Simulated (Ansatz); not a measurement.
Results of PBEsol (plane waves, PAW; Ansatz, an electronic-structure program) for GaS (P6₃/mmc, No. 194).

Settings: plane-wave cutoff 500 eV, 12×12×2 k mesh (along the axes of the cell as run), gaussian smearing 0.02 eV, scalar-relativistic PAW data made under PBE.

Computed at the level's own relaxed cell.

Problem. Estimate the volume per atom, lattice parameter a, lattice parameter c and band gap that the calculation returns.

Solution. 
* **volume per atom**: 22.12 Å³/atom
* **lattice parameter a**: 3.568 Å
* **lattice parameter c**: 16.047 Å
* **band gap**: 1.74 eV (on the SCF k mesh)

Measured, for comparison: band gap 2.5 eV (temperature not stated, not corrected to a static lattice, compiled measured gap; kind and temperature not stated; as tabulated in Kothakonda et al. (2022), arXiv:2208.02841).

Note: the cell comes from a level without a dispersion term, which matters for the spacing of layers, chains or molecules; the cell has widely spaced layers and the level no dispersion term, so their spacing and the moduli can rest on weak binding.

Spin–orbit coupling is not included.

The computed numbers hold no vibrational or temperature effects.
